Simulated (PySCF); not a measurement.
**S₂⁻: energy against distance**

Set-up: basis S def2-SVPD; no relativity; PySCF 2.14. Energies in eV from S + S⁻ in their ground configurations at the same level. State: doublet, unpaired electrons π ↑.

```csv
R (Å),r²SCAN,PBEsol,PBE
1.742,-2.667,-3.190,-2.798
1.823,-3.395,-3.917,-3.543
1.904,-3.794,-4.318,-3.961
1.965,-3.938,-4.466,-4.121
2.026,-3.986,-4.517,-4.185
2.087,-3.962,-4.496,-4.177
2.168,-3.849,-4.389,-4.087
2.269,-3.626,-4.171,-3.890
2.391,-3.290,-3.842,-3.585
2.553,-2.797,-3.358,-3.131
```

Task: Put a parabola through the three lowest points of the r²SCAN curve and estimate Re, k and ωe (reduced mass 15.99 u; 1 eV/Å² = 0.16022 mdyn/Å; ωe = 1302.8·√(k/μ) cm⁻¹).

Result: Through R = 1.965, 2.026, 2.087 Å the second-order coefficient is 9.67 eV/Å², so Re ≈ 2.036 Å, k ≈ 3.10 mdyn/Å and ωe ≈ 574 cm⁻¹. A polynomial fit of higher order to the unrounded r²SCAN energies gives Re = 2.033 Å, k = 3.00 mdyn/Å, ωe = 565 cm⁻¹; anharmonicity and rounding make the difference.

The higher-order fit for each curve: r²SCAN: Re = 2.033 Å, ωe = 565 cm⁻¹, De = 3.99 eV; PBEsol: Re = 2.036 Å, ωe = 559 cm⁻¹, De = 4.52 eV; PBE: Re = 2.048 Å, ωe = 544 cm⁻¹, De = 4.19 eV.

The highest Kohn–Sham level is positive in this anion. Much of that is self-interaction error, but it also means that the finite basis helps to hold the extra electron. The state is the lowest determinant that a PBE0 search found; another state may lie lower at other levels.
